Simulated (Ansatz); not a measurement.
We consider hcp Ti, described by r²SCAN (PAW; Ansatz, an electronic-structure program).

A relaxed, unreconstructed slab of the (0001) face has 6 atoms, two equal faces of 7.464 Å² each and an energy of -15024.1633 eV. A bulk cell of 2 atoms with the same orientation and in-plane k mesh has -5008.7375 eV. Energies are extrapolated to zero smearing.

Numerical settings: plane-wave cutoff 500 eV, 24×24×1 k mesh (along the axes of the cell as run), Fermi–Dirac smearing 0.1 eV, scalar-relativistic PAW data made under PBE.

Worked out: γ = (E_slab − N E_bulk per atom)/2A = [-15024.1633 − 6 × (-5008.7375/2)]/(2 × 7.464) = 0.1373 eV/Å². With 16.022 J/m² per eV/Å² this is 2.20 J/m², or 1.02 eV per surface cell and face.
